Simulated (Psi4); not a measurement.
# NH (imidogen) at UCC3/aug-cc-pVTZ

Aim: the vertical ionisation energy of NH (imidogen) at UCC3/aug-cc-pVTZ, from 2 runs. 

The calculation is run with Psi4 1.11.

1 further run of the same task is left out (set aside as unsound or not needed).

## Step 1: The molecule

The species is NH (2 atoms), meant as a triplet with charge 0. SMILES: `[NH]`. The bond length is the measured one.

Bond lengths: N1–H2 1.036 Å.

## Step 2: The energy at UCC3/aug-cc-pVTZ

File run.py:

```python
import psi4

psi4.set_memory('1600 MB')
psi4.set_num_threads(1)
psi4.set_output_file('hn.out', False)

molecule = psi4.geometry("""
0 3
N      0.000000     0.000000     0.000000
H      0.000000     0.000000     1.036210
units angstrom
symmetry c1
""")

psi4.set_options({
    'basis': 'aug-cc-pVTZ',
    'reference': 'uhf',
    'puream': True,
    'e_convergence': 1e-09,
    'd_convergence': 1e-08,
    'scf_type': 'pk',
    'num_frozen_docc': 1,
    'maxiter': 200,
})

energy_value, wavefunction = psi4.energy('cc3', return_wfn=True)
print(f'cc3 energy: {energy_value:.10f} Eh')
```

Run with:

```bash
$ python run.py
```

hn.out:

```text
[...]
  Running in c1 symmetry.
[...]
  Nuclear repulsion =    3.574797072687969
[...]
  Multiplicity = 3
[...]
  Nalpha       = 5
  Nbeta        = 3
[...]
    Number of basis functions: 69
[...]
   @UHF iter   1:   -54.96278360163313   -9.01232e-01   2.39967e-03 DIIS/ADIIS
[...]
   @UHF iter  11:   -54.98255614352568   -1.48646e-11   7.24181e-09 DIIS
[...]
   @S^2 Observed:                2.016560720E+00
[...]
    Orbital Energies [Eh]
    ---------------------
    Alpha Occupied:
       1A    -15.640413     2A     -1.173833     3A     -0.586794
       4A     -0.546824     5A     -0.546824
    Alpha Virtual:
       6A      0.029415     7A      0.126017     8A      0.126017
       9A      0.126426    10A      0.161215    11A      0.238288
      12A      0.263028    13A      0.263028    14A      0.413774
      15A      0.449654    16A      0.449654    17A      0.504574
      18A      0.555986    19A      0.555986    20A      0.746588
      21A      0.746588    22A      0.766465    23A      0.797515
      24A      0.911462    25A      0.911462    26A      0.946308
[...]
  @UHF Final Energy:   -54.98255614352568
   => Energetics <=
    Nuclear Repulsion Energy =              3.5747970726879688
    One-Electron Energy =                 -81.6099409748228908
    Two-Electron Energy =                  23.0525877586092314
    Total Energy =                        -54.9825561435256844
  UHF NO Occupations:
  HONO-2 :    3  A 1.9938606
  HONO-1 :    4  A 1.0000000
[...]
 Multipole Moments:
 ------------------------------------------------------------------------------------
     Multipole            Electronic (a.u.)      Nuclear  (a.u.)        Total (a.u.)
 ------------------------------------------------------------------------------------
 L = 1.  Multiply by 2.5417464519 to convert [e a0] to [Debye]
 Dipole X            :         -0.0000000            0.0000000           -0.0000000
 Dipole Y            :          0.0000000            0.0000000            0.0000000
 Dipole Z            :         -0.2629011            0.9063969            0.6434958
 Magnitude           :                                                    0.6434958
[...]
      * MP2 total energy                      =  -55.122062409173893
[...]
```

The script printed:

```text
Memory set to   1.490 GiB by Python driver.
  Threads set to 1 by Python driver.
cc3 energy: -55.1452068212 Eh
```

Run time: 96 s. Hardware: 1 thread of Intel Xeon Platinum 8259CL at 2.50GHz (Skylake/Cascade Lake), shared host; peak memory 0.49 GiB.

## Step 3: The doublet cation at the same level

File input.inp:

```
memory 1600 mb

molecule mol {
  1 2
  N
  H 1 1.03621
  units angstrom
  symmetry c1
}

set {
  basis           aug-cc-pVTZ
  reference       uhf
  puream          true
  e_convergence   1e-09
  d_convergence   1e-08
  scf_type        pk
  num_frozen_docc 1
  maxiter         200
}

result, w = energy('cc3', return_wfn=True)
print_variables()
```

Run with:

```bash
$ psi4 input.inp input.out -n 1
```

input.out:

```text
[...]
  Running in c1 symmetry.
[...]
  Nuclear repulsion =    3.574797072687971
[...]
  Multiplicity = 2
[...]
  Nalpha       = 4
  Nbeta        = 3
[...]
    Number of basis functions: 69
[...]
   @UHF iter   1:   -54.43086812695680   -3.69317e-01   5.10567e-03 DIIS/ADIIS
[...]
   @UHF iter  10:   -54.51023075444758   -8.64731e-12   9.08940e-09 DIIS
[...]
   @S^2 Observed:                7.566718035E-01
[...]
    Orbital Energies [Eh]
    ---------------------
    Alpha Occupied:
       1A    -16.210324     2A     -1.590320     3A     -1.051354
       4A     -1.039557
    Alpha Virtual:
       5A     -0.410832     6A     -0.162555     7A     -0.075511
       8A     -0.071501     9A     -0.063956    10A     -0.039861
      11A      0.002298    12A      0.037094    13A      0.038005
      14A      0.163685    15A      0.166042    16A      0.170050
      17A      0.239712    18A      0.284165    19A      0.288497
      20A      0.418003    21A      0.459466    22A      0.460416
      23A      0.478495    24A      0.617518    25A      0.617520
[...]
  @UHF Final Energy:   -54.51023075444758
   => Energetics <=
    Nuclear Repulsion Energy =              3.5747970726879710
    One-Electron Energy =                 -77.6428324044296687
    Two-Electron Energy =                  19.5578045772941209
    Total Energy =                        -54.5102307544475764
  UHF NO Occupations:
  HONO-2 :    2  A 1.9994537
  HONO-1 :    3  A 1.9972078
[...]
 Multipole Moments:
 ------------------------------------------------------------------------------------
     Multipole            Electronic (a.u.)      Nuclear  (a.u.)        Total (a.u.)
 ------------------------------------------------------------------------------------
 L = 1.  Multiply by 2.5417464519 to convert [e a0] to [Debye]
 Dipole X            :          0.0000000            0.0000000            0.0000000
 Dipole Y            :          0.0000000            0.0000000            0.0000000
 Dipole Z            :         -0.0917945            0.9063969            0.8146024
 Magnitude           :                                                    0.8146024
[...]
      * MP2 total energy                      =  -54.622125707370259
[...]
```

It took 69 s on 1 thread of Intel Xeon Platinum 8259CL at 2.50GHz (Skylake/Cascade Lake), shared host; peak memory 0.49 GiB.

## Step 4: Results

At UCC3/aug-cc-pVTZ, 1 core orbital frozen:

| quantity | value |
| --- | --- |
| triplet NH: ground-state or mean-field energy | -55.14521 Eh |
| triplet NH: HOMO energy (Hartree–Fock orbitals) (highest over α and β) | -13.83 eV |
| triplet NH: LUMO energy (Hartree–Fock orbitals) (lowest over α and β) | 0.80 eV |
| triplet NH: correlation energy (1 core orbital frozen) | -162.7 mEh |
| triplet NH: ⟨S²⟩ of the reference determinant | 2.017 |
| triplet NH: T1 diagnostic | 0.016 |
| doublet cation: ground-state or mean-field energy | -54.65089 Eh |
| doublet cation: HOMO energy (Hartree–Fock orbitals) (highest over α and β) | -27.43 eV |
| doublet cation: LUMO energy (Hartree–Fock orbitals) (lowest over α and β) | -11.18 eV |
| doublet cation: correlation energy (1 core orbital frozen) | -140.7 mEh |
| doublet cation: ⟨S²⟩ of the reference determinant | 0.757 |
| doublet cation: T1 diagnostic | 0.012 |
| vertical ionisation energy (to the doublet cation) | 13.451 eV |

What this shows: Removing an electron at fixed nuclei costs 13.45 eV (310 kcal/mol).
